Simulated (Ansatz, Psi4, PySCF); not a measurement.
Species: HO (charge 0, doublet). SMILES: [OH]
Structure (B3LYP-D3(BJ)/def2-TZVP (Ansatz, an electronic-structure program) minimum search):
```
O
H 1 0.9767
```
Charge 0, spin multiplicity 2.

wB97X-D/6-31G* beside other levels, property by property. Set-up: non-relativistic; each state is the SCF solution reached for its charge and spin; valence correlation only; 6-31G* and kin with 6d, 5d where marked; atomisation electronic, to ground-state atoms; no spin-orbit coupling; open shells spin-unrestricted. CBS(X,Y): correlation extrapolated as X^-3; Hartree-Fock from the larger set (for Q and 5 zeta extrapolated as (X+1)exp(-9√X)). First-principles rows: single points at B3LYP-D3(BJ) geometries (Ansatz), with unscaled harmonic terms from B3LYP/6-31G* at its own minima, enthalpies of formation by atomisation with measured atoms. Sets without +, aug- or the D of def2-TZVPD hold no diffuse functions, which anions need.

Measured values: G2/97 table in ASE (Curtiss et al.), the entry of HO doubted and unchecked; they hold spin-orbit and core effects, anharmonicity. Coupled cluster (Ansatz) is a level with limits of its own, used here on species with T1 under 0.025 (0.045 for open shells) and stable references: (a) CCSD(T)/CBS(aug-cc-pVTZ,aug-cc-pVQZ); (b) CCSD(T)/CBS(cc-pVQZ,cc-pV5Z).

```json
[
 {"property": "enthalpy of formation at 298 K (kcal/mol)", "wB97X-D/6-31G* (Psi4)": "14.4", "PBE/def2-TZVPD (Ansatz)": "6.6", "M06-2X/def2-TZVPD (PySCF)": "9.8", "wB97X-V/def2-TZVPD (Ansatz)": "9.4", "to compare with": "9.4 measured"},
 {"property": "vertical electron affinity to the singlet (eV)", "wB97X-D/6-31G* (Psi4)": "-0.02", "PBE/def2-TZVPD (Ansatz)": "1.97", "M06-2X/def2-TZVPD (PySCF)": "1.69", "wB97X-V/def2-TZVPD (Ansatz)": "1.69", "to compare with": "1.83 coupled cluster (a)"},
 {"property": "vertical ionisation energy to the triplet (eV)", "wB97X-D/6-31G* (Psi4)": "12.94", "PBE/def2-TZVPD (Ansatz)": "13.27", "M06-2X/def2-TZVPD (PySCF)": "13.11", "wB97X-V/def2-TZVPD (Ansatz)": "13.17", "to compare with": "13.09 coupled cluster (a)"},
 {"property": "atomisation energy (kcal/mol)", "wB97X-D/6-31G* (Psi4)": "101.5", "PBE/def2-TZVPD (Ansatz)": "109.3", "M06-2X/def2-TZVPD (PySCF)": "106.0", "wB97X-V/def2-TZVPD (Ansatz)": "106.5", "to compare with": "107.1 coupled cluster (b)"}
]
```

As the rows show:
- enthalpy of formation at 298 K: wB97X-D/6-31G* lies 5.0 kcal/mol above the measured value.
- vertical electron affinity to the singlet: wB97X-D/6-31G* lies 1.85 eV below coupled cluster.
- vertical ionisation energy to the triplet: wB97X-D/6-31G* lies 0.15 eV below coupled cluster.
- atomisation energy: wB97X-D/6-31G* lies 5.6 kcal/mol below coupled cluster.

The properties are those with a value to compare with, at most eight drawn at random. No case is left out for the size of its miss. Left out are saddle points of the reference geometry, anions that the best level run finds unbound, excited spin states, species near biochemistry, cases with under five habitual levels, runs that failed or whose electronic state is in doubt, and table entries that another table contradicts.
